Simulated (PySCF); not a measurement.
Relaxation of singlet S2F2

All numbers come from PBE0/[S def2-TZVP, F def2-TZVP], no relativity, density fitting, PySCF. A (50,194) grid was used.

A start displaced from a saddle point along its imaginary mode, with no symmetry imposed:

```xyz
4
charge 0 multiplicity 1, angstrom
S     0.2387   -0.1200   -0.3004
S    -1.6785    0.0587   -0.3213
F     0.3921   -0.0029    1.2843
F     2.0309    0.1060   -0.2380
```

Question: What forces act on the atoms at the start (eV/Å)?

Answer: 
```
atom     Fx     Fy     Fz
  S1   0.01  -1.43   0.62
  S2   0.53   0.74  -0.27
  F3   0.02  -0.10  -0.06
  F4  -0.57   0.79  -0.29
```

Question: What does it relax to?

Answer: It ends at Cs with S–F 1.606 Å (×2), S–S 1.859 Å; F–S–F 92.0°, F–S–S 107.9° (×2). A frequency run shows a minimum. Other isomers or separated fragments may lie lower.

Question: How much energy is released, and in how many steps?

Answer: 207.9 kJ/mol in 8 steps.

The relaxation took 12 s on 4 threads of a shared Arm Neoverse V2 host, with 136 basis functions and 10 gradients; the process peaked at 1.5 GiB. Launch command: `OMP_NUM_THREADS=4 python axn.py task.json out`.
